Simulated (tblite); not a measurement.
Species: C3H2ClNO.
InChI=1S/C3H2ClNO/c4-3-5-1-2-6-3/h1-2H

Computed values, GFN2-xTB/tblite, gas phase, harmonic and unscaled. This tight-binding method is rough: wavenumbers can miss measured ones by several per cent, in bad cases by 10 to 20.

Harmonic wavenumbers (cm⁻¹): 238.5, 289.2, 477.6, 607.3, 665.4, 754.7, 837.1, 898.1, 932.5, 1068.2, 1086.5, 1132.1, 1158.9, 1295.1, 1469.7, 1537.0, 3192.9, 3207.4.

A = 9774, B = 2266, C = 1839 MHz; mass 102.982 u (most abundant isotopes); point group Cs, symmetry number 1.

Problem. What is the zero-point energy?

Solution. ½Σν̃ = 10424 cm⁻¹ = 29.80 kcal/mol.

Problem. Give the ideal-gas entropy at 350 K and 1 bar in the rigid-rotor, harmonic-oscillator model (classical rotation).

Solution. Translation 40.63, rotation 26.95, vibration 7.64: S = 75.2 cal/(mol K).

Problem. And Cp and H(350 K) − H(0)?

Solution. Cp = 20.80 cal/(mol K), of which vibrations give 12.85 (their classical limit is 18 R = 35.8); H(350 K) − H(0) = 4.54 kcal/mol without the zero-point energy, 1.76 from vibrations.

Problem. Which modes carry the vibrational entropy at 350 K?

Solution. 238.5 cm⁻¹: 2.10; 289.2 cm⁻¹: 1.76; 477.6 cm⁻¹: 0.94; 607.3 cm⁻¹: 0.62; 665.4 cm⁻¹: 0.51; 754.7 cm⁻¹: 0.38 cal/(mol K); the other 12 give 1.33 together.

Problem. How do the functions run with temperature in this model?

Solution. 
| T (K) | S (cal/(mol K)) | Cp (cal/(mol K)) | H − H(0) (kcal/mol) | G − H(0) (kcal/mol) | ln q(vib) |
| --- | --- | --- | --- | --- | --- |
| 100 | 58.1 | 9.5 | 0.83 | -4.98 | 0.05 |
| 200 | 65.8 | 13.5 | 1.97 | -11.19 | 0.40 |
| 300 | 72.2 | 18.4 | 3.56 | -18.10 | 0.97 |
| 500 | 83.7 | 26.7 | 8.13 | -33.71 | 2.50 |
| 800 | 97.9 | 33.5 | 17.30 | -61.04 | 5.08 |
| 1000 | 105.7 | 36.0 | 24.27 | -81.42 | 6.77 |

q(vib) and H(0) count from the zero-point level.

Problem. What must be added to the electronic energy to get the Gibbs energy at 350 K and 1 bar?

Solution. ZPE + [H(350 K) − H(0)] − T·S = 29.80 + 4.54 − 26.32 = 8.02 kcal/mol.

Hindered rotation and anharmonicity are outside this model.

Time: 0.4 s wall. Hardware: Intel Xeon at 2.50 GHz, one thread, on a shared host. The figure is for the frequency step alone.
